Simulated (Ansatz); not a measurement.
**Relaxing Hf**

Computed with Ansatz, DFT PBEsol, scalar-relativistic, plane waves, PAW. Cutoff 420 eV, Γ-centred k mesh, Gaussian smearing, no spin polarisation in the final step.

This is the end of a relaxation of cell and atoms.

```
CELL_PARAMETERS angstrom
-1.50228 1.50228 5.19511
1.50228 -1.50228 5.19511
1.50228 1.50228 -5.19511
ATOMIC_POSITIONS crystal
Hf 0.14998 0.14998 0.00000
Hf 0.85002 0.85002 0.00000
```

Energies count from the standard state of Hf at the same level.

Q: What space group does it have?

A: I4/mmm (No. 139). Conventional cell: a = 3.005 Å, c = 10.390 Å. Hf has 9 Hf at 2.97–3.12 Å.

Q: How far above the standard state of Hf does it lie?

A: 0.31 eV/atom.

Q: Is it a metal?

A: Yes, bands cross the Fermi level on the 20×20×20 mesh.

The final run used a 20×20×20 mesh on its 2-atom cell and 0.10 eV smearing. For metals, differences of a few meV/atom aren't resolved. Spin–orbit coupling is left out. The cell came from a trial start, so Hf may not exist in this structure.